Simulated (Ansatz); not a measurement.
**Worked example: the step energy**

An elementary step of CH7OSi, doublet (SiH₄O ([OH][SiH3]) + CH₃ → SiH₃O ([O][SiH3]) + CH₄; H–O broken or loosened, H–C formed or tightened). “Start” and “end” are the PBE0-D4/def2-TZVP structures reached by relaxing down either side of its saddle point, with the molecules still in contact.

Ansatz 0.2.0; basis: def2-TZVPP and def2-QZVPP; cores frozen in the correlated methods; orbitals are unrestricted.

Energies in eV:

| quantity | end | start |
| --- | --- | --- |
| Hartree–Fock, triple zeta (X = 3) | -11041.81012 | -11042.07460 |
| Hartree–Fock, quadruple zeta (X = 4) | -11042.22590 | -11042.49471 |
| MP2 correlation, X = 3 | -14.01918 | -14.62863 |
| MP2 correlation, X = 4 | -15.08475 | -15.72534 |
| CCSD(T) correlation, X = 3 | -15.97587 | -16.32242 |

Task: Work out the step energy at the basis limit: extrapolate Hartree–Fock as E(X) = E∞ + A exp(−7.88 √X) and the MP2 correlation as E(X) = E∞ + B X^−2.97 (the exponents that Neese and Valeev fitted for def2-TZVPP and QZVPP), then add CCSD(T) − MP2 in triple zeta.

Result: Each step is linear, so take the differences first (end − start): Hartree–Fock 0.26448 (X = 3) and 0.26881 (X = 4); MP2 correlation 0.60945 and 0.64059; CCSD(T) correlation 0.34655.
Two points give E∞ = E(4) + w [E(4) − E(3)], with w = 1/(exp(7.88 (2 − √3)) − 1) = 0.1377 for Hartree–Fock and w = 1/((4/3)^2.97 − 1) = 0.7407 for the correlation.
Hartree–Fock: 0.26881 + 0.1377 × 0.00433 = 0.2694 eV.
MP2 correlation: 0.64059 + 0.7407 × 0.03114 = 0.6637 eV.
CCSD(T) − MP2: 0.34655 − 0.60945 = -0.2629 eV.
Sum: 0.2694 + 0.6637 + (-0.2629) = 0.6702 eV, or 15.46 kcal/mol. Plain CCSD(T) in triple zeta gives 0.6110 eV, so the larger basis shifts the result by 0.0592 eV.

T1 diagnostic: at most 0.023. ⟨S²⟩ of the unrestricted Hartree–Fock references: 0.76 to 0.78 (a pure state has 0.75).

Radical steps of this kind take place in plasma deposition and etching.

Labels in which every atom is bracketed show which atoms are joined, not bond orders.

For scale, one of the runs: CCSD(T)/def2-TZVPP, 202 basis functions, launched by `ansatz run in.yaml --threads 4 --pin off --events-out ev --progress --plain --max-ram 9574MiB`. Time: 2.7 min of wall clock on 4 CPU threads of an Arm Neoverse V1; the host was shared. Peak host memory: 6.5 GiB.
